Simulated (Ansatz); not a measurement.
How well does each level of theory give the equilibrium lattice constant a of fcc Au?

Reference value: 4.062 Å (measured, static lattice: zero-point anharmonic expansion removed; as tabulated in Mejia-Rodriguez and Trickey (2018), arXiv:1807.09216).

Task: Which of these levels comes closest to the reference?
A) PBE (Ansatz (an electronic-structure program))
B) Hartree–Fock (Ansatz)
C) B3LYP (VWN-RPA form) (Ansatz)

Result: A, PBE (Ansatz)

| level (code) | value (Å) | error (%) |
|---|---|---|
| PBE (Ansatz) | 4.158 | +2.36 |
| B3LYP (VWN-RPA form) (Ansatz) | 4.229 | +4.11 |
| Hartree–Fock (Ansatz) | 4.332 | +6.65 |

Of the ranked levels PBE (+2.36 %) comes nearest. Farthest off among them: Hartree–Fock (+6.65 %). Every ranked level misses the reference by more than 0.3 %. Even the nearest is off by 2.36 %. A very large miss is first of all the level's own, though another phase or state, or a fault of the measured value, is possible (B3LYP (VWN-RPA form)).

Density-functional levels without +SOC have no spin–orbit coupling. B3LYP (VWN-RPA form), Hartree–Fock: the cell is over a tenth larger than the published one: the level's own overestimate first of all, though another phase or state, or a fault of the published cell, is possible. Cutoffs and k meshes differ between the levels. Ansatz's density-functional and Hartree–Fock values are scalar-relativistic unless marked +SOC, with PAW data made under PBE.

Differences are worked out from the printed values.
